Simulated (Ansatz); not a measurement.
# Ga$_{2}$PH, triplet: the ladder up to UCCSDT(Q)

Geometry: displaced at random from a stationary point.

```xyz
4

Ga   -0.0187   -0.3752    1.3876
P    -0.0195    1.4968    0.0129
Ga    0.0284   -0.3320   -1.3934
H    -0.0743    2.9208    0.0001
```

Basis cc-pVDZ; Ansatz 0.2.0. Only valence electrons are correlated (noble-gas cores and the filled d shells of p-block atoms frozen), which leaves 12 electrons in 44 orbitals. R marks a restricted (for open shells ROHF) determinant, U an unrestricted one. No spin–orbit coupling is included, and no scalar relativity.

Full CI isn't at hand for all of this; UCCSDT(Q) serves as the reference, and is uncertain by the last step of the cluster series or more. The frozen core follows each run's orbitals, which can shift R against U totals by a few meV for light atoms and by up to 0.1 eV past Ca.

```
UHF ⟨S²⟩                          : 2.043
T1 diagnostic (RCCSD)             : 0.0296
largest doubles amplitude (RCCSD) : 0.053
T1 diagnostic (UCCSD)             : 0.0289
```

```tsv
level	E − E(UCCSDT(Q)) (mEh)	wall time
UHF	260.18	–
UMP2	49.55	–
UCCSD	16.44	–
UCCSD(T)	3.03	29 s
UCCSDT	1.34	–
```

Run but not shown, since their state, orbitals or frozen core can't be matched to the reference's or they repeat it: RHF, RMP2, RCCSD, RCCSD(T), BCCD(T), RCCSDT, RCCSDT(Q).

Times hold each run's SCF and search for its determinant on a shared host, so for small cases they say little of a method's own cost; they ran on 1 thread of Intel Xeon 6975P-C.
